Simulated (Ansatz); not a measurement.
**What a trial cell of GaW relaxes into**

Level of theory: DFT PBE, scalar-relativistic, plane waves, PAW (Ansatz). Cutoff 420 eV, Γ-centred k mesh, Gaussian smearing, no spin polarisation in the final step.

GaW was placed on the AuCd (B19) structure type (Pmma, No. 51), with Ga in place of Cd, W in place of Au, at a guessed volume.

```
Ga W
1.0
     4.63796    0.00000    0.00000
     0.00000    3.06924    0.00000
     0.00000    0.00000    4.73539
Ga W
2 2
Direct
  0.75000 0.00000 0.68700
  0.25000 0.00000 0.31300
  0.75000 0.50000 0.18800
  0.25000 0.50000 0.81200
```

Cell and atoms relax at zero pressure; the relaxation can't lower the symmetry of the start. After a coarse first stage the cell is made exact in the group found at 0.06 Å.

The zero of energy is the elements' standard structures at the same level; no fitted shifts are applied.

(1) Which crystal results?

(2) What are its volume, energy, density and gap?

Results:

(1) It keeps Pmma (No. 51). The result has the AuCd (B19) structure. Conventional cell: a = 4.648 Å, b = 2.728 Å, c = 4.911 Å. Around Ga lie 4 Ga at 2.73–2.78 Å and 8 W at 2.79–2.86 Å; around W lie 4 W at 2.73–2.75 Å and 8 Ga at 2.79–2.86 Å.

```cif
data_structure
_symmetry_space_group_name_H-M 'Pmma'
_symmetry_Int_Tables_number 51
_cell_length_a 4.6479
_cell_length_b 2.7276
_cell_length_c 4.9108
_cell_angle_alpha 90.000
_cell_angle_beta 90.000
_cell_angle_gamma 90.000
_cell_volume 62.26
loop_
_atom_site_label
_atom_site_type_symbol
_atom_site_symmetry_multiplicity
_atom_site_Wyckoff_symbol
_atom_site_fract_x
_atom_site_fract_y
_atom_site_fract_z
_atom_site_occupancy
Ga1 Ga 2 e 0.75000 0.00000 0.65534 1
W1 W 2 f 0.75000 0.50000 0.15062 1
```

(2) The volume per atom is 15.56 Å³, the density is 13.53 g/cm³ and the energy over the elements is 0.29 eV/atom. The gap on the 10×16×10 mesh is 0 eV (a metal).

The final run used a 10×16×10 mesh on its 4-atom cell and 0.10 eV smearing. The k mesh leaves about 4 meV/atom of noise in metals. Spin–orbit coupling is left out. A structure relaxed within its symmetry needn't be a true minimum.

Cost: 3 runs of about 4.9 core-minutes in all, on Arm Neoverse V1 (shared hosts).